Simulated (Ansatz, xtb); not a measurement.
# C4H7Cl: which of two isomers lies lower

Structure I: `C[C@@H]1C[C@@H]1Cl`, a singlet. Structure II: `C[C@@H]1C[C@H]1Cl`, a singlet. Both are isolated molecules in the gas phase, relaxed with r2SCAN-D4/def2-SVP.

I (Å):

```xyz
12

C    -0.1086    1.2875   -1.7730
C     0.6700    0.0720   -1.3398
C     0.4451   -0.5457    0.0227
C     1.7367    0.1472   -0.2840
Cl    2.1131    1.6929    0.5036
H    -1.0789    0.9948   -2.2046
H    -0.2980    1.9599   -0.9239
H     0.4450    1.8594   -2.5351
H     0.9060   -0.6300   -2.1503
H    -0.2439   -0.0188    0.6905
H     0.4577   -1.6339    0.1400
H     2.6456   -0.4478   -0.4083
```

II (Å):

```yaml
atoms:
  - { symbol: C, position_ang: [1.4171, 1.5610, -1.4625] }
  - { symbol: C, position_ang: [0.5054, 0.3639, -1.3656] }
  - { symbol: C, position_ang: [-0.4261, 0.1813, -0.1881] }
  - { symbol: C, position_ang: [0.7710, -0.7038, -0.3497] }
  - { symbol: Cl, position_ang: [0.5426, -2.4082, -0.7836] }
  - { symbol: H, position_ang: [2.2898, 1.3491, -2.1011] }
  - { symbol: H, position_ang: [0.8877, 2.4282, -1.8896] }
  - { symbol: H, position_ang: [1.7900, 1.8568, -0.4688] }
  - { symbol: H, position_ang: [0.1142, -0.0098, -2.3194] }
  - { symbol: H, position_ang: [-0.4015, 0.9192, 0.6214] }
  - { symbol: H, position_ang: [-1.4062, -0.2652, -0.3767] }
  - { symbol: H, position_ang: [1.6179, -0.5827, 0.3330] }
```

Quicker runs give these differences E(II) − E(I): GFN2-xTB −2.11 kJ/mol; HF/STO-3G −2.39 kJ/mol (at GFN2-xTB geometries); r2SCAN-D4/def2-SVP//GFN2-xTB +0.70 kJ/mol.

Estimate which is lower in electronic energy at CCSD(T)/def2-SVP + ΔMP2/def2-TZVPP, and by roughly how much.

CCSD(T)/def2-SVP + ΔMP2/def2-TZVPP gives E(II) − E(I) = −1.44 kJ/mol, slightly favouring structure II, which is too small a margin to settle the true order.

The same difference at several levels:

| level | geometry | E(II) − E(I) (kJ/mol) | departure from the last row (kJ/mol) | job, with rough time for the two |
| --- | --- | --- | --- | --- |
| GFN2-xTB | GFN2-xTB | −2.11 | −0.67 | optimisation, 0.096 s |
| HF/STO-3G | GFN2-xTB | −2.39 | −0.95 | single point, 0.32 s |
| r2SCAN-D4/def2-SVP//GFN2-xTB | GFN2-xTB | +0.70 | +2.14 | single point, 4.8 s |
| r2SCAN-D4/def2-SVP | r2SCAN-D4/def2-SVP | +0.54 | +1.98 | optimisation, 38 s |
| HF/def2-SVP | r2SCAN-D4/def2-SVP | −1.78 | −0.34 | part of the CCSD(T) run |
| MP2/def2-SVP | r2SCAN-D4/def2-SVP | −0.13 | +1.31 | part of the CCSD(T) run |
| CCSD(T)/def2-SVP | r2SCAN-D4/def2-SVP | −0.12 | +1.32 | single point |
| CCSD(T)/def2-SVP + ΔMP2/def2-TZVPP | r2SCAN-D4/def2-SVP | −1.44 |  | single point, 38 s |

As drawn, both hold the same kinds of bond in the same numbers.

The largest departure from CCSD(T)/def2-SVP + ΔMP2/def2-TZVPP is that of r2SCAN-D4/def2-SVP//GFN2-xTB, 2.14 kJ/mol. The last row adds to CCSD(T) the change of the MP2 difference between the two basis sets, here −1.32 kJ/mol.

With harmonic frequencies from r2SCAN-D4/def2-SVP (ideal gas, rigid rotor, one conformer each, 298.15 K, 1 atm): on the last row, ΔE + ΔZPE = −1.92, ΔH = −1.75, ΔG = −2.05 kJ/mol.

The correlated steps freeze 9 core orbitals. Codes used: Ansatz 0.2.0, xtb 6.7.1; the last row on 2 threads of Arm Neoverse V2 on a shared host.
